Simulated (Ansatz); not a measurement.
CaGe₂Au₂ (I4/mmm)

Level of theory: DFT r2SCAN, scalar-relativistic, plane waves, PAW in Ansatz 0.2.0.

Plane waves to 500 eV, a k mesh through Γ of 12×12×12 on the computed 5-atom cell and Gaussian smearing (0.10 eV); no spin polarisation.

The structure is relaxed at this level of theory with its symmetry kept. Whether it is the stable form of this composition wasn't checked.

Symmetry: I4/mmm, No. 139, tetragonal system. Conventional cell: a = 4.447 Å, b = 4.447 Å, c = 10.339 Å, α = 90.00°, β = 90.00°, γ = 90.00°. Ca (site symmetry 4/mmm) has 8 Ge at 3.37 Å and 8 Au at 3.41 Å as nearest neighbours. Ge (site symmetry 4mm) has 1 Ge at 2.43 Å and 4 Au at 2.61 Å as nearest neighbours. Around Au (site symmetry -4m2) lie 4 Ge at 2.61 Å.

```
Volume per atom                                                   : 20.45 Å³
Formation energy from the elements' standard states (uncorrected) : -0.455 eV/atom
Generalised Kohn–Sham band gap                                    : none (metal)
Density of states at the Fermi level                              : 1.37 states/eV per cell
Löwdin character within 0.5 eV of the Fermi level                 : Ge 4p 55 %, Au 5d 14 %, unprojected 17 %
Bader charges (e)                                                 : Ca (1 in the cell) 1.46, Ge (2 in the cell) -0.04, Au (2 in the cell) -0.69
```

Spin-orbit coupling is left out, which matters for the bands of heavy elements.

Cost: 1 run of about 5.9 core-minutes, on Arm Neoverse V1 (shared hosts).